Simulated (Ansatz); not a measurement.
**SiNH4 (quartet): wave-function methods side by side at distance Si1–H5 along a hydrogen transfer = 1.584 Å, cc-pVDZ**

Aim: climb from Hartree-Fock through coupled cluster and multireference methods for SiNH4 (quartet) at one geometry and basis, and see what each rung misses.

The runs use Ansatz 0.2.0, Gaussian basis; cc-pVDZ, core rule «outside noble gas», up to 6 orbitals frozen.

The runs, in order: UHF; CCSD(T) on ROHF; CCSD(T) on UHF; BCCD(T) on ROHF; CISD; CCSDT(Q) on ROHF; CCSDT(Q) on UHF; CASSCF and MRCISD+Q, 5 electrons in 5 orbitals; CASSCF and NEVPT2, 5 electrons in 5 orbitals.

9 further runs of the same task are left out: 1 for a mislabelled method, 8 that didn't finish.

## 1. The geometry

The geometry derives from fragments relaxed apart (PBE0/def2-TZVP) and kept rigid, so it is no stationary point. A hydrogen atom is moved between rigid fragments.

6 atoms, charge 0, spin multiplicity 4.

Atoms are counted from 1 here; the program's logs count them from 0.

Bond lengths: Si1–H2 1.485 Å, Si1–H3 1.485 Å, Si1–H4 1.485 Å, Si1–H5 1.584 Å, H5–N6 1.289 Å. Angles: H2–Si1–H3 109.5°, H2–Si1–H4 109.5°, H2–Si1–H5 109.5°, H3–Si1–H4 109.5°, H3–Si1–H5 109.5°, H4–Si1–H5 109.5°, Si1–H5–N6 180.0°.

## 2. UHF

in.yaml reads:

```yaml
crystal:
  periodic: [false, false, false]
  atoms:
    - {symbol: Si, position_ang: [-0.874631, 0.000000, 0.000000]}
    - {symbol: H, position_ang: [-1.369502, 1.399708, 0.000000]}
    - {symbol: H, position_ang: [-1.369502, -0.699854, 1.212183]}
    - {symbol: H, position_ang: [-1.369502, -0.699854, -1.212183]}
    - {symbol: H, position_ang: [0.709369, 0.000000, 0.000000]}
    - {symbol: N, position_ang: [1.998369, 0.000000, 0.000000]}
basis:
  gaussian: {orbitals: cc-pVDZ}
magnetization: {spin_polarized: true, initial_magnetization: 3}
hamiltonian: {xc: hf}
output: {orbitals: {seedname: orbitals}}
```

Launch:

```
> ansatz run in.yaml --threads 1 --pin off --events-out ev --progress --plain --max-ram 2393MiB
```

The runs that follow: CCSD(T) on ROHF; CCSD(T) on UHF; BCCD(T) on ROHF; CISD; CCSDT(Q) on ROHF; CCSDT(Q) on UHF; CASSCF and MRCISD+Q, 5 electrons in 5 orbitals; CASSCF and NEVPT2, 5 electrons in 5 orbitals.

Before running them: what should the planned runs give, taken together? Wanted: UCCSDT(Q) below the RHF energy; RMP2 from UCCSDT(Q); UMP2 from UCCSDT(Q); RCCSD from UCCSDT(Q); RCCSD(T) from UCCSDT(Q); UCCSD(T) from UCCSDT(Q); RCCSDT(Q) from UCCSDT(Q); NEVPT2 pair from UCCSDT(Q); MRCISD+Q pair from UCCSDT(Q).

**Answer**, as computed:

| quantity | value |
| --- | --- |
| UCCSDT(Q) below the RHF energy | -7.3128 eV |
| RMP2 from UCCSDT(Q) | +1483.3 meV |
| UMP2 from UCCSDT(Q) | +1471.5 meV |
| RCCSD from UCCSDT(Q) | +173.6 meV |
| RCCSD(T) from UCCSDT(Q) | +36.6 meV |
| UCCSD(T) from UCCSDT(Q) | +35.1 meV |
| RCCSDT(Q) from UCCSDT(Q) | +1.8 meV |
| NEVPT2 pair from UCCSDT(Q) | +1425.5 meV |
| MRCISD+Q pair from UCCSDT(Q) | +48.9 meV |
| levels within 1 kcal/mol (43 meV) | RCCSD(T), UCCSD(T), BCCD(T), RCCSDT, UCCSDT, RCCSDT(Q) |
| T1 diagnostic | 0.027 |

What this shows: RCCSD(T) misses by +36.6 meV, 0.5 % of the correlation energy. Of the multireference levels listed MRCISD+Q pair comes nearest in total energy (+48.9 meV), which doesn't show that its space is the better one. These misses are within one basis, not against nature; the frozen cores of restricted and unrestricted runs differ, which can shift their rows.
